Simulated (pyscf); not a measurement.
H₂N–SiH₃ + H₂N–SiH₃ → H₂N–SiH₂–NH₂ + SiH₄ (four-centre exchange; singlet surface; N–Si, H–Si broken, N–Si, H–Si formed). Structures and frequencies: ωB97X-D3(BJ)/def2-SVP in PySCF. Energies in kJ/mol from the separated reactants.

| level | barrier | reaction energy |
|---|---|---|
| PBE/def2-TZVP | 89.8 | -23.6 |
| r²SCAN/def2-TZVP | 91.7 | -24.9 |
| PBE0-D3(BJ)/def2-TZVP | 83.8 | -23.9 |
| M06-2X/def2-TZVP | 100.5 | -23.8 |
| ωB97M-D3(BJ)/def2-TZVP | 99.7 | -23.8 |
| HF/def2-TZVP | 178.6 | -20.8 |

The functionals in the table span 16.7 kJ/mol in this barrier, from PBE0-D3(BJ) to M06-2X. On the reactant side the descent ends in a complex (not fully relaxed), 17.7 kJ/mol under the separated species and 107.1 kJ/mol under the saddle at ωB97X-D3(BJ)/def2-TZVP. At ωB97X-D3(BJ)/def2-TZVP the barrier from the zero used here is 89.4 kJ/mol. This is the saddle that the search found; another between the same sides may lie lower.
